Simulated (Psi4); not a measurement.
# [SiH3]+ (SMILES [SiH3+]), step by step

Aim: a geometry optimisation (HF-3c/MINIX), then the harmonic vibrations, then the energy (DLPNO-CCSD(T)/cc-pVTZ) of [SiH3]+. 

Program for the calculation: Psi4 1.11.

**1. Starting point**

[SiH3]+: 4 atoms, total charge +1, spin state singlet. As SMILES, `[SiH3+]`. Geometry: relaxed at PBE0-D4/def2-TZVP. The run starts from this shape.

Bond lengths: Si1–H2 1.472 Å, Si1–H3 1.472 Å, Si1–H4 1.472 Å. Angles: H2–Si1–H3 120.0°, H2–Si1–H4 120.0°, H3–Si1–H4 120.0°.

**2. A structure relaxation at HF-3c/MINIX (density fitting) (run 1)**

File calc.in:

```
memory 1600 mb

molecule molecule1 {
  1 1
  Si
  H 1 R2
  H 1 R3 2 A3
  H 1 R4 2 A4 3 D4

  R2 = 1.471994
  R3 = 1.472003
  A3 = 119.9971
  R4 = 1.472009
  A4 = 120.00442
  D4 = -179.9997
}

set {
  reference rks
  geom_maxiter 60
}

opt('hf-3c')
```

The run is started by

```console
$ psi4 calc.in calc.out -n 1
```

calc.out (excerpt; [...] marks lines left out):

```text
[...]
  Running in c1 symmetry.
[...]
  Nuclear repulsion =   15.721449199260219
[...]
  Multiplicity = 1
[...]
  Nalpha       = 8
  Nbeta        = 8
[...]
    Number of basis functions: 17
[...]
   @DF-RKS iter   1:  -288.79528275003122   -7.59761e-01   7.68769e-03 DIIS/ADIIS
[...]
   @DF-RKS iter   6:  -288.81008670984443    5.68434e-14   1.36015e-09 DIIS
[...]
    Orbital Energies [Eh]
    ---------------------
    Doubly Occupied:
       1A    -68.684618     2A     -6.478811     3A     -4.555014
       4A     -4.550708     5A     -4.550708     6A     -0.991134
       7A     -0.775995     8A     -0.775994
[...]
  @DF-RKS Final Energy:  -288.81008670984443
   => Energetics <=
    Nuclear Repulsion Energy =             15.3630316069603019
    One-Electron Energy =                -425.6565148557017437
    Two-Electron Energy =                 121.4652749113914183
    Total Energy =                       -288.8100867098444269
[...]
 Multipole Moments:
 ------------------------------------------------------------------------------------
     Multipole            Electronic (a.u.)      Nuclear  (a.u.)        Total (a.u.)
 ------------------------------------------------------------------------------------
 L = 1.  Multiply by 2.5417464519 to convert [e a0] to [Debye]
 Dipole X            :         -0.0054669            0.0039478           -0.0015191
 Dipole Y            :         -0.0000216            0.0000151           -0.0000064
 Dipole Z            :         -0.0000014            0.0000011           -0.0000003
 Magnitude           :                                                    0.0015191
[...]
  -Total Gradient:
     Atom            X                  Y                   Z
    ------   -----------------  -----------------  -----------------
       1       -0.000222902443    -0.000001004220     0.000000038874
       2        0.000074274971     0.000000559235     0.000024548671
       3        0.000074275761     0.000021383581    -0.000012098939
       4        0.000074351711    -0.000020938596    -0.000012488606
[...]
    Final optimized geometry and variables:
    Molecular point group: c1
    Full point group: C1
    Geometry (in Angstrom), charge = 1, multiplicity = 1:
    SI
    H             1          R2
    H             1          R3      2          A3
    H             1          R4      2          A4      3          D4
    A3        =  119.9996028599
    A4        =  120.0003372682
    D4        =  179.7948816391
    R2        =    1.5063436070
    R3        =    1.5063436018
    R4        =    1.5063437503
[...]
```

On the terminal:

```text
Optimizer: Optimization complete!
```

Wall time 2.9 s (1 thread of AMD EPYC 9R45 (Zen 5), shared host); peak memory 0.21 GiB.

Step by step:

```csv
step,energy from the first frame kept (eV),largest force (eV/Å)
0,0.0000,0.8539
1,-0.0372,0.2946
2,-0.0429,0.0198
3,-0.0430,0.0115
```

After the run. Bond lengths: Si1–H2 1.506 Å, Si1–H3 1.506 Å, Si1–H4 1.506 Å. Angles: H2–Si1–H3 120.0°, H2–Si1–H4 120.0°, H3–Si1–H4 120.0°.

**3. The harmonic vibrations at HF-3c/MINIX (density fitting) (run 2)**

File h3si.xyz:

```xyz
4
H3Si
Si     0.000131    -0.000013    -0.000075
H      0.703061     0.691148     1.138897
H     -0.121063    -1.501439    -0.010264
H     -0.585647     0.810548    -1.126542
```

File calc.py:

```python
import psi4

psi4.set_memory('1600 MB')
psi4.set_num_threads(1)
psi4.set_output_file('run.log', False)

with open('h3si.xyz') as f:
    atoms = ''.join(f.readlines()[2:])
mol = psi4.geometry('1 1\n' + atoms + '')

options = {'reference': 'rks', 't': 400.0, 'rotational_symmetry_number': 6}
psi4.set_options(options)

energy_value, wavefunction = psi4.frequency("hf-3c", molecule=mol, return_wfn=True)
print(f'total energy {energy_value:.8f} hartree = {energy_value * 27.211386:.5f} eV')
print('wavenumbers / cm^-1:', wavefunction.frequencies().np.round(1))
for k in ('ZPVE', 'ENTHALPY', 'GIBBS FREE ENERGY'):
    print(f'{k}: {psi4.variable(k):.8f} Eh')
for k, v in sorted(psi4.core.scalar_variables().items()):
    print(f'{k:45s} {v:18.10f}')
```

The run is started by

```console
$ python calc.py
```

run.log (excerpt; [...] marks lines left out):

```text
[...]
  Running in c1 symmetry.
[...]
  Nuclear repulsion =   15.363028826939653
[...]
  Multiplicity = 1
[...]
  Nalpha       = 8
  Nbeta        = 8
[...]
    Number of basis functions: 17
[...]
   @DF-RKS iter   1:  -288.79638646581486   -7.96904e-01   7.76597e-03 ADIIS/DIIS
[...]
  -Total Gradient:
     Atom            X                  Y                   Z
    ------   -----------------  -----------------  -----------------
       1        0.000193009522    -0.000013967869    -0.000110405569
       2       -0.000052767035     0.000015752760     0.000055533011
       3       -0.000066230304    -0.000019674896     0.000036708635
       4       -0.000074012182     0.000017890005     0.000018163923
[...]
   @DF-RKS iter   8:  -288.81008671013910   -1.13687e-13   6.28481e-10 DIIS
[...]
    Orbital Energies [Eh]
    ---------------------
    Doubly Occupied:
       1A    -68.684618     2A     -6.478811     3A     -4.555014
       4A     -4.550708     5A     -4.550708     6A     -0.991134
       7A     -0.775995     8A     -0.775994
[...]
  @DF-RKS Final Energy:  -288.81008671013910
   => Energetics <=
    Nuclear Repulsion Energy =             15.3630288269396527
    One-Electron Energy =                -425.6565103416574516
    Two-Electron Energy =                 121.4652731918804989
    Total Energy =                       -288.8100867101391032
[...]
  ==> Harmonic Vibrational Analysis <==
[...]
  Freq [cm^-1]                 856.6175            982.7329            982.7368
[...]
  IR activ [km/mol]            95.2714             63.9854             63.9847
[...]
  Freq [cm^-1]                2508.1661           2566.3974           2566.3986
[...]
  IR activ [km/mol]             0.0009             134.0944            134.0941
[...]
  Total E_0, Enthalpy at 0 [K]                                                         -288.78625013 [Eh]
[...]
  Total H, Enthalpy at  400.00 [K]                                                     -288.78072276 [Eh]
[...]
  Total G, Gibbs energy at  400.00 [K]                                                 -288.81380356 [Eh]
[...]
```

On the terminal:

```text
total energy -288.81008671 hartree = -7858.92275 eV
wavenumbers / cm^-1: [ 856.6  982.7  982.7 2508.2 2566.4 2566.4]
ZPVE: 0.02383658 Eh
ENTHALPY: -288.78072276 Eh
GIBBS FREE ENERGY: -288.81380356 Eh
CURRENT ENERGY                                   -288.8100867101
CURRENT REFERENCE ENERGY                         -288.8100867101
DD SOLVATION ENERGY                                 0.0000000000
DISPERSION CORRECTION ENERGY                        0.0181216127
ENTHALPY                                         -288.7807227645
ENTHALPY CORRECTION                                 0.0293639456
GIBBS FREE ENERGY                                -288.8138035584
GIBBS FREE ENERGY CORRECTION                       -0.0037168482
HF KINETIC ENERGY                                 287.8317911616
HF POTENTIAL ENERGY                              -576.6418778717
HF TOTAL ENERGY                                  -288.8282083228
HF VIRIAL RATIO                                     2.0033988447
HF3C DISPERSION CORRECTION ENERGY                  -0.0082482478
NUCLEAR REPULSION ENERGY                           15.3630288269
ONE-ELECTRON ENERGY                              -425.6565103417
PCM POLARIZATION ENERGY                             0.0000000000
PE ENERGY                                           0.0000000000
SCF ITERATION ENERGY                             -288.8100867101
SCF ITERATIONS                                      8.0000000000
SCF TOTAL ENERGY                                 -288.8100867101
THERMAL ENERGY                                   -288.7819894887
THERMAL ENERGY CORRECTION                           0.0280972214
TWO-ELECTRON ENERGY                               121.4652731919
ZERO K ENTHALPY                                  -288.7862501301
ZPVE                                                0.0238365800
```

It took 2.7 s on 1 thread of AMD EPYC 9R45 (Zen 5), shared host; peak memory 0.22 GiB.

**4. The energy at DLPNO-CCSD(T)/cc-pVTZ (density fitting, density fitting for correlation) (run 3)**

File h3si.py:

```python
import psi4

psi4.set_memory('1600 MB')
psi4.set_num_threads(1)
psi4.set_output_file('output.dat', False)

mol = psi4.geometry("""
1 1
Si     0.000131    -0.000013    -0.000075
H      0.703061     0.691148     1.138897
H     -0.121063    -1.501439    -0.010264
H     -0.585647     0.810548    -1.126542
""")

psi4.set_options({
    'basis': 'cc-pVTZ',
    'reference': 'rhf',
    'scf_type': 'df',
    'freeze_core': True,
})

result = psi4.energy('dlpno-ccsd(t)')
print('E =', round(result, 9))
for k, v in sorted(psi4.core.scalar_variables().items()):
    print(f'{k:45s} {v:18.10f}')
```

The run is started by

```console
$ python h3si.py
```

output.dat (excerpt; [...] marks lines left out):

```text
[...]
  Running in c1 symmetry.
[...]
  Nuclear repulsion =   15.363028826939653
[...]
  Multiplicity = 1
[...]
  Nalpha       = 8
  Nbeta        = 8
[...]
    Number of basis functions: 76
[...]
   @DF-RHF iter   1:  -290.32534873572001   -2.44818e-01   2.29630e-03 ADIIS/DIIS
[...]
    Orbital Energies [Eh]
    ---------------------
    Doubly Occupied:
       1A    -69.126357     2A     -6.468519     3A     -4.575142
       4A     -4.571515     5A     -4.571515     6A     -0.978350
       7A     -0.765958     8A     -0.765957
[...]
  @DF-RHF Final Energy:  -290.35932858829449
   => Energetics <=
    Nuclear Repulsion Energy =             15.3630288269396527
    One-Electron Energy =                -427.7980885070609816
    Two-Electron Energy =                 122.0757310918268672
    Total Energy =                       -290.3593285882944883
[...]
 Multipole Moments:
 ------------------------------------------------------------------------------------
     Multipole            Electronic (a.u.)      Nuclear  (a.u.)        Total (a.u.)
 ------------------------------------------------------------------------------------
 L = 1.  Multiply by 2.5417464519 to convert [e a0] to [Debye]
 Dipole X            :          0.0046782           -0.0034168            0.0012614
 Dipole Y            :         -0.0003415            0.0002502           -0.0000913
 Dipole Z            :         -0.0026808            0.0019578           -0.0007230
 Magnitude           :                                                    0.0014568
[...]
   * WARNING: This answer will likely vary from one obtained by a energy('dlpno-mp2') call
                due to lack of a semi-canonical MP2 prescreening step in DLPNO-MP2, as well
[...]
  @LCCSD(T) iter   3:  -0.002297793500 -8.292e-09  8.975e-09        0
[...]
```

On the terminal:

```text
E = -290.489432944
(T) CORRECTION ENERGY                              -0.0023027945
CC T1 DIAGNOSTIC                                    0.0089558247
CCSD CORRELATION ENERGY                            -0.1278015616
CCSD TOTAL ENERGY                                -290.4871301499
CCSD(T) CORRELATION ENERGY                         -0.1301043561
CCSD(T) TOTAL ENERGY                             -290.4894329444
CURRENT CORRELATION ENERGY                         -0.1301043561
CURRENT ENERGY                                   -290.4894329444
CURRENT REFERENCE ENERGY                         -290.3593285883
DD SOLVATION ENERGY                                 0.0000000000
DLPNO DIPOLE ENERGY                                 0.0000000000
DLPNO LMP2 WEAK PAIR ENERGY                         0.0000000000
DLPNO PNO TRUNCATION ERROR                         -0.0000897582
DLPNO SC-LMP2 PAIR ENERGY                           0.0000000000
DLPNO SCREENED TRIPLETS ENERGY                      0.0000000000
DLPNO SEMICANONICAL (T0) ENERGY                    -0.0022940885
HF KINETIC ENERGY                                 290.2034284253
HF POTENTIAL ENERGY                              -580.5627570136
HF TOTAL ENERGY                                  -290.3593285883
HF VIRIAL RATIO                                     2.0005372099
MP2 CORRELATION ENERGY                             -0.1029947732
MP2 TOTAL ENERGY                                 -290.4623233615
NUCLEAR REPULSION ENERGY                           15.3630288269
ONE-ELECTRON ENERGY                              -427.7980885071
PCM POLARIZATION ENERGY                             0.0000000000
PE ENERGY                                           0.0000000000
SCF ITERATION ENERGY                             -290.3593285883
SCF ITERATIONS                                      8.0000000000
SCF TOTAL ENERGY                                 -290.3593285883
TWO-ELECTRON ENERGY                               122.0757310918
```

Run time: 2.9 s. Hardware: 1 thread of AMD EPYC 9R45 (Zen 5), shared host; peak memory 0.28 GiB.

**5. Results**

| quantity | value |
| --- | --- |
| run 1, HF-3c/MINIX: total energy at the end | -288.81009 Eh |
| run 1, HF-3c/MINIX: HOMO energy | -21.12 eV |
| run 1, HF-3c/MINIX: LUMO energy | -6.65 eV |
| run 1, HF-3c/MINIX: HOMO–LUMO gap | 14.47 eV |
| run 2, HF-3c/MINIX: lowest harmonic wavenumber | 857 cm⁻¹ |
| run 2, HF-3c/MINIX: highest harmonic wavenumber | 2566 cm⁻¹ |
| run 2, HF-3c/MINIX: zero-point energy | 62.6 kJ/mol |
| run 2, HF-3c/MINIX: ideal-gas entropy at 400 K (symmetry number 6 as used) | 51.9 cal/(mol K) |
| run 3, DLPNO-CCSD(T)/cc-pVTZ: total energy | -290.48943 Eh |
| run 3, DLPNO-CCSD(T)/cc-pVTZ: HOMO energy (Hartree–Fock orbitals) | -20.84 eV |
| run 3, DLPNO-CCSD(T)/cc-pVTZ: LUMO energy (Hartree–Fock orbitals) | -6.64 eV |
| run 3, DLPNO-CCSD(T)/cc-pVTZ: HOMO–LUMO gap (Hartree–Fock orbitals) | 14.20 eV |
| run 3, DLPNO-CCSD(T)/cc-pVTZ: correlation energy (5 core orbitals frozen) | -130.1 mEh |
| run 3, DLPNO-CCSD(T)/cc-pVTZ: (T) correction | -2.30 mEh |
| run 3, DLPNO-CCSD(T)/cc-pVTZ: T1 diagnostic | 0.009 |

What this shows: The optimisation (run 1, HF-3c/MINIX) took 4 steps and changed the energy by -0.043 eV. All 6 modes (run 2, HF-3c/MINIX) are real, so the shape is a minimum at this level. The triples (run 3, DLPNO-CCSD(T)/cc-pVTZ) make up 1.8 % of the correlation energy.
